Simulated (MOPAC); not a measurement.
Scan of COS, singlet: collinear O-C-S surface. Scanned: O-C distance and C-S distance.

Method: MOPAC with PM6, restricted, heats of formation.

Energy in kJ/mol above the lowest grid point; x is the O-C distance (Å), y the C-S distance (Å).

| y \ x | 0.99 | 1.04 | 1.10 | 1.16 | 1.22 | 1.28 | 1.35 | 1.43 | 1.51 | 1.62 | 1.74 |
|---|---|---|---|---|---|---|---|---|---|---|---|
| 2.34 | 461.3 | 374.9 | 327.8 | 326.8 | 358.9 | 414.2 | 497.7 | 607.8 | 724.8 | 886.3 | 1054.0 |
| 2.18 | 402.3 | 316.0 | 268.9 | 268.0 | 300.4 | 355.9 | 440.0 | 550.8 | 668.3 | 830.0 | 996.7 |
| 2.03 | 336.6 | 249.2 | 200.9 | 198.9 | 230.3 | 285.2 | 368.8 | 479.1 | 596.2 | 757.1 | 921.8 |
| 1.92 | 284.8 | 195.6 | 145.3 | 141.4 | 171.3 | 224.8 | 307.0 | 416.0 | 532.1 | 691.5 | 854.3 |
| 1.81 | 235.2 | 143.3 | 89.8 | 83.1 | 110.4 | 161.7 | 241.7 | 348.7 | 463.0 | 620.4 | 781.2 |
| 1.72 | 202.3 | 107.3 | 50.4 | 40.6 | 65.0 | 113.9 | 191.4 | 296.1 | 408.5 | 563.8 | 722.8 |
| 1.64 | 184.8 | 86.4 | 25.7 | 12.4 | 33.8 | 79.9 | 154.8 | 256.8 | 367.0 | 520.0 | 677.3 |
| 1.56 | 185.3 | 82.7 | 17.5 | 0.0 | 17.7 | 60.5 | 132.0 | 230.8 | 338.4 | 488.5 | 643.7 |
| 1.48 | 212.4 | 104.8 | 34.0 | 11.5 | 24.6 | 63.5 | 130.8 | 225.7 | 330.0 | 476.6 | 629.1 |
| 1.40 | 276.9 | 163.3 | 85.7 | 57.1 | 64.8 | 98.8 | 161.2 | 251.2 | 351.4 | 493.6 | 642.6 |
| 1.33 | 374.6 | 254.6 | 170.1 | 135.1 | 137.1 | 166.0 | 223.1 | 308.0 | 403.9 | 541.3 | 686.4 |

Points that lie below all their neighbours on the grid: x = 1.16, y = 1.56 (0.0 kJ/mol).
